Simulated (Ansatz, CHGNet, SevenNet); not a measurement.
**HgS (P3₂21, No. 154): properties by level of theory**

| level (code) | lattice constant a (Å) | c axis length (Å) |
|---|---|---|
| CHGNet 0.3.0 | ? | 9.918 |
| SevenNet-0 | 4.394 | 9.778 |
| SevenNet-l3i5 | ? | ? |
| PBE-D3(BJ) (Ansatz) | 4.162 | 9.504 |
| PBE-D4 (Ansatz) | 4.166 | 9.510 |
| rVV10 (Ansatz) | 4.236 | 9.676 |

### Question
What belongs in the gaps?

### Answer

- CHGNet 0.3.0, lattice constant a (Å): 4.498
- SevenNet-l3i5, lattice constant a (Å): 4.415
- SevenNet-l3i5, c axis length (Å): 9.768

Ansatz's density-functional and Hartree–Fock values are scalar-relativistic unless marked +SOC, with PAW data made under PBE.

Computed values are for the static lattice.

Ansatz is an electronic-structure program.
